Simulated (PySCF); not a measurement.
Compound: NH₃.
Structure used (PBE0-D3(BJ)/def2-SVP), in Å, numbered top down from 1:
```
atom  x, y, z in Å
N1     0.0049   -0.0044    0.3031
H2     0.0786   -0.9311   -0.1158
H3    -0.8493    0.3981   -0.0816
H4     0.7659    0.5374   -0.1057
```

The closed-shell ground state was solved at several levels (PySCF, density fitting, gas phase, non-relativistic).

```json
{"level": "PBE0/pcSseg-2", "basis functions": "78", "HOMO (eV)": "-7.77", "LUMO (eV)": "0.52", "gap (eV)": "8.29", "dipole (D)": "1.71"}
{"level": "PBE0/cc-pVTZ", "basis functions": "72", "HOMO (eV)": "-7.59", "LUMO (eV)": "1.20", "gap (eV)": "8.79", "dipole (D)": "1.64"}
{"level": "wB97X-D/pcSseg-1", "basis functions": "32", "HOMO (eV)": "-9.49", "LUMO (eV)": "3.41", "gap (eV)": "12.90", "dipole (D)": "1.88"}
{"level": "PBE0/6-31G", "basis functions": "15", "HOMO (eV)": "-6.90", "LUMO (eV)": "2.40", "gap (eV)": "9.30", "dipole (D)": "2.37"}
{"level": "PBE0/6-311+G(2d,p)", "basis functions": "45", "HOMO (eV)": "-7.80", "LUMO (eV)": "0.61", "gap (eV)": "8.41", "dipole (D)": "1.75"}
{"level": "mPW1PW91/pcSseg-1", "basis functions": "32", "HOMO (eV)": "-7.52", "LUMO (eV)": "1.47", "gap (eV)": "8.99", "dipole (D)": "1.86"}
```

Q: What might PBE0/aug-cc-pVDZ (50 basis functions) give for the same quantities?

A: HOMO -7.81 eV, LUMO -0.20 eV, gap 7.61 eV, dipole 1.59 D.

Q: Over all these levels, which gives the widest orbital gap and which the narrowest?

A: wB97X-D/pcSseg-1 (range-separated hybrid) has the widest, 12.90 eV, and PBE0/aug-cc-pVDZ (global hybrid, 25 % exact exchange) the narrowest, 7.61 eV. Functional and basis both differ between the two, so the spread mixes both effects.

Q: How much does the basis alone move the frontier levels among the 5 PBE0 rows (the withheld one included)?

A: The HOMO by 0.91 eV and the LUMO by 2.60 eV. By rising basis size (HOMO, LUMO in eV): 6-31G -6.90, 2.40; 6-311+G(2d,p) -7.80, 0.61; aug-cc-pVDZ -7.81, -0.20; cc-pVTZ -7.59, 1.20; pcSseg-2 -7.77, 0.52.

Q: How far do the dipole and the HOMO energy spread over the levels?

A: The dipole runs from 1.59 to 2.37 D (mean 1.83 D) and the HOMO from -9.49 to -6.90 eV.
